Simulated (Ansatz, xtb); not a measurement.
Homolysis of single bonds, series B CH3-H. Gas-phase values, no solvent. Strings in code marks are SMILES.

Quantity: homolytic bond dissociation enthalpy at 298 K (no spin–orbit term), in kJ/mol. Enthalpy corrections at 298 K come from GFN2-xTB frequencies (xtb).

A: C–B bond of `CBC`, giving `[BH]C` and `[CH3]`
B: C–B bond of `CB(C)C`, giving `C[B]C` and `[CH3]`
C: B–C bond of `BC`, giving `[BH2]` and `[CH3]`

Put the candidates in order of homolytic bond dissociation enthalpy at 298 K (no spin–orbit term), lowest first, for frozen-core CCSD(T)/cc-pVTZ // B3LYP-D3(BJ)/def2-TZVP (Ansatz, a quantum-chemistry and plane-wave program).

B (423.7 kJ/mol), A (427.2 kJ/mol), C (430.5 kJ/mol)
